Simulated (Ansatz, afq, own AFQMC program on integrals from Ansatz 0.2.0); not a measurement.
AlSiH, triplet: AFQMC among the cluster methods

```xyz
3

Si    0.0000    0.0000    2.7486
Al    0.0000    0.0000   -0.3222
H     0.0000    0.0000   -2.4264
```

Connectivity, by distances: Si ··· Al ··· H.

Basis 6-31G. Only valence electrons are correlated. Ansatz 0.2.0 and our own AFQMC program on the same integrals; the CISD trial comes from CCSD amplitudes, and released means the phaseless constraint is let go. Error bars are statistical, one sigma.

Determinant: UHF, the one that the program's search chose, which needn't be the lowest solution. The geometry is a point of a scan.

Full CI on the same integrals is exact in this basis and with this determinant's frozen core.

Cautions: lower spins were not checked; strong correlation (T1 0.055, weight of the determinant 0.84, largest double 0.13); unrestricted determinant spin contaminated (⟨S²⟩ 2.13 against 2.00); the released energies are still falling, so no released level is given (meV from the phaseless value at times in 1/Eh: 1 ± 3 at 0.24, -1 ± 3 at 0.51, -5.4 ± 2.4 at 0.99, -11.6 ± 2.3 at 1.62, -13.1 ± 2.0 at 2.40).

```
T1 diagnostic                               : 0.0548
weight of the determinant in the CISD state : 0.836
⟨S²⟩ of the determinant                     : 2.132
size of the correlated space                : 8 electrons in 18 orbitals
```

| level | correlation energy (eV) |
| --- | --- |
| MP2 | -1.4048 |
| CCSD | -2.2784 |
| CCSD(T) | -2.3421 |

Question: Estimate where phaseless AFQMC with a CISD trial lies against CCSD(T) on the same integrals.

Answer: 2.4 ± 0.3 kJ/mol below CCSD(T).

Reference: full CI, correlation energy -2.394 eV.

```
        level  E − E(reference) (kJ/mol)  share of correlation (%)
      CCSD(T)                        5.0                     97.83
        CCSDT                        0.7                     99.71
     CCSDT(Q)                        0.1                     99.97
       CCSDTQ                        0.0                     99.99
ph-AFQMC/CISD                  2.6 ± 0.3                     98.86
```

CCSDT and higher add their correlation energy to the determinant of the CCSD(T) run, since their own runs factorise the integrals more tightly (a shift of under 2 meV). A walk keeps the symmetry of its determinant, which the program's search chose and which needn't be the lowest solution, so a lower state of the same spin and another symmetry isn't excluded.
